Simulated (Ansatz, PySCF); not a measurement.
Gas-phase enthalpy of formation at 298 K, by the atomisation route, of C1CN1 (SMILES; C2H5N). Geometries: B3LYP-D3(BJ)/def2-TZVP minima from Ansatz (a first-principles code). Valence correlation only, unless marked. Open shells are spin-unrestricted. No spin-orbit coupling. Non-relativistic. CBS marks a two-point X^-3 extrapolation of the correlation energy; Hartree-Fock from the larger set. The bracket is a focal-point correction in the basis named. Thermal terms are rigid-rotor harmonic-oscillator values from B3LYP-D3(BJ) frequencies (PySCF) at 298.15 K and 1 atm. 1 Eh = 627.5095 kcal/mol.

```tsv
species	count	E, RI-MP2/CBS(cc-pVTZ,cc-pVQZ)+[CCSD(T)-MP2]/cc-pVTZ (Ansatz) (Eh)	E, PBE/def2-TZVPD (Ansatz) (Eh)	measured ΔHf at 0 K (kcal/mol)	H(298) - H(0) of the element (kcal/mol)
C1CN1	1	-133.75994	-133.80045	-	-
C atom	2	-37.79136	-37.79605	169.98	0.25
H atom	5	-0.49995	-0.49962	51.63	1.01
N atom	1	-54.53146	-54.53224	112.53	1.04
```

Molecule: zero-point energy 43.98, H(298) - H(0) 2.63 kcal/mol. The route leaves out scalar relativity and anharmonic zero-point terms, the atoms' spin-orbit terms, and in the frozen-core level the core correlation. Atomic data: G2/97 table in ASE.

Work out De, D0 and ΔHf at 0 and 298 K at both levels, and their errors against the measured value.


The atoms' values sum to 710.64 (0 K) and 6.59 (thermal), in kcal/mol.
- RI-MP2/CBS(cc-pVTZ,cc-pVQZ)+[CCSD(T)-MP2]/cc-pVTZ: De = 719.13; D0 = 719.13 - 43.98 = 675.15; ΔHf(0 K) = 710.64 - 675.15 = 35.49; ΔHf(298 K) = 35.49 + 2.63 - 6.59 = 31.53; error +1.3.
- PBE/def2-TZVPD: De = 739.21; D0 = 739.21 - 43.98 = 695.23; ΔHf(0 K) = 710.64 - 695.23 = 15.41; ΔHf(298 K) = 15.41 + 2.63 - 6.59 = 11.45; error -18.8.
Measured: 30.2 kcal/mol (G2/97 table in ASE (Curtiss et al.)). This is an older compilation, not checked against later work.
